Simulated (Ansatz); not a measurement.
Ansatz (a quantum-chemistry and plane-wave program) input for nitric oxide (NO), SMILES [N]=O, multiplicity 2, PBE0/def2-TZVPD. Geometry: B3LYP-D3(BJ)/def2-TZVPD.

Ansatz 0.2 input:
```yaml
crystal:
  periodic: [false, false, false]
  atoms:
    - {symbol: N, position_ang: [0.00000000, 0.00000000, -0.61065885]}
    - {symbol: O, position_ang: [0.00000000, 0.00000000, 0.53432650]}
basis:
  gaussian:
    orbitals: def2-TZVPD
hamiltonian:
  xc: {name: PBE0}
magnetization: {spin_polarized: true, initial_magnetization: 1}
```

Log of the run:

```
Functional definition: PBE0
integrals: 0.01 GiB planned
363 factors; their error is unknown
mean field: 0.17 GiB planned
mean field evaluation 1: about -3531.6358 eV, gradient 1.3e1 eV
mean field evaluation 2: about -3531.5874 eV, gradient 1.4e1 eV
mean field evaluation 4: about -3532.2118 eV, gradient 7.2e-1 eV
mean field evaluation 8: about -3532.2315 eV, gradient 2.8e-2 eV
mean field evaluation 16: about -3532.2316 eV, gradient 1.0e-5 eV
mean field -3532.23156081 eV, -129.8071156271 hartree, gradient 1.0e-5 eV, S^2 0.753713; 0 other end points of the search recorded, 0 dependent functions left out
reference -3532.23158070 eV, -129.8071163582 hartree; 8, 7 occupied and 69, 70 virtual orbitals, 363 factors
Total energy: -3532.23158070 eV, -129.8071163582 hartree
```

The calculation finished and met its thresholds.

Cost: roughly 1.1 core-seconds.
